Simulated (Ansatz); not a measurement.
Frontier orbitals of `CC1CCCS1`.

Z-matrix (Å, degrees):
```
C
C 1 1.514
H 1 1.092 2 110.6
H 1 1.092 2 111.5 3 -120.2
H 1 1.094 2 110.3 3 120.2
C 2 1.521 1 114.3 3 -58.1
S 2 1.833 1 111.5 3 60.8
H 2 1.095 1 109.3 3 179.2
C 6 1.518 2 107.1 1 160.5
H 6 1.096 2 109.1 1 41.7
H 6 1.094 2 110.8 1 -76.6
C 7 1.820 2 94.7 1 -138.2
H 9 1.094 6 109.7 2 68.8
H 9 1.093 6 112.4 2 -171.5
H 12 1.092 7 109.3 2 106.5
H 12 1.090 7 109.4 2 -135.0
```

Charge 0, multiplicity 1. The structure was optimised at the PBE0-D4/def2-TZVP level. Basis def2-TZVPP, Ansatz.

(1) Compute the vertical ionisation energy as the energy of the cation minus that of the neutral molecule, at each level. (Estimate.)

## Answers

(1) The calculation gave: 
```json
{"level": "PBE-D4/def2-TZVPP", "IE (eV)": "8.11", "difference from CCSD(T)/CBS(def2)": "-0.36"}
{"level": "r2SCAN-D4/def2-TZVPP", "IE (eV)": "8.09", "difference from CCSD(T)/CBS(def2)": "-0.37"}
{"level": "PBE0-D4/def2-TZVPP", "IE (eV)": "8.20", "difference from CCSD(T)/CBS(def2)": "-0.27"}
{"level": "B3LYP-D4/def2-TZVPP", "IE (eV)": "8.28", "difference from CCSD(T)/CBS(def2)": "-0.18"}
{"level": "ωB97X-V/def2-TZVPP", "IE (eV)": "8.30", "difference from CCSD(T)/CBS(def2)": "-0.16"}
{"level": "ωB97M-V/def2-TZVPP", "IE (eV)": "8.31", "difference from CCSD(T)/CBS(def2)": "-0.16"}
{"level": "B2PLYP/def2-TZVPP", "IE (eV)": "8.22", "difference from CCSD(T)/CBS(def2)": "-0.24"}
{"level": "HF/def2-TZVPP", "IE (eV)": "7.20", "difference from CCSD(T)/CBS(def2)": "-1.27"}
{"level": "MP2/def2-TZVPP", "IE (eV)": "8.41", "difference from CCSD(T)/CBS(def2)": "-0.06"}
{"level": "CCSD/def2-TZVPP", "IE (eV)": "8.25", "difference from CCSD(T)/CBS(def2)": "-0.22"}
{"level": "CCSD(T)/def2-TZVPP", "IE (eV)": "8.30", "difference from CCSD(T)/CBS(def2)": "-0.16"}
{"level": "HF/def2-QZVPP", "IE (eV)": "7.20", "difference from CCSD(T)/CBS(def2)": "-1.26"}
{"level": "MP2/def2-QZVPP", "IE (eV)": "8.50", "difference from CCSD(T)/CBS(def2)": "0.04"}
{"level": "HF/CBS(def2)", "IE (eV)": "7.20", "difference from CCSD(T)/CBS(def2)": "-1.26"}
{"level": "MP2/CBS(def2)", "IE (eV)": "8.57", "difference from CCSD(T)/CBS(def2)": "0.11"}
{"level": "CCSD/CBS(def2)", "IE (eV)": "8.41", "difference from CCSD(T)/CBS(def2)": "-0.05"}
{"level": "CCSD(T)/CBS(def2)", "IE (eV)": "8.46", "difference from CCSD(T)/CBS(def2)": "0.00"}
```

B3LYP here is the variant with VWN-RPA as its local correlation; programs differ in this.
